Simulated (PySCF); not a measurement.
C: ionisation energy

C [He] 2s2 2p2 (3P) → C⁺ [He] 2s2 2p1 (2P), as a difference of total energies. Calculation: PySCF 2.14, in cc-pVDZ-DK (3s2p1d, 14 functions); scalar relativity by spin-free X2C-1e. Correlated levels: valence: 1s2 frozen. The calculations carry no spin-orbit coupling.

| method | ionisation energy (eV) | error (eV) |
| --- | --- | --- |
| UHF | 10.799 | -0.463 |
| LDA | 11.638 | +0.376 |
| PBE0 | 11.501 | +0.239 |
| MP2 (valence) | 11.084 | -0.178 |
| SCS-MP2 (valence) | 10.977 | -0.285 |
| CCSD (valence) | 10.968 | -0.294 |
| CCSD(T) (valence) | 10.975 | -0.287 |

Reference: 11.262 eV (measured; NIST levels, between the centres of gravity of the two terms).

Errors of the correlated levels include the incompleteness of this basis and the frozen core.
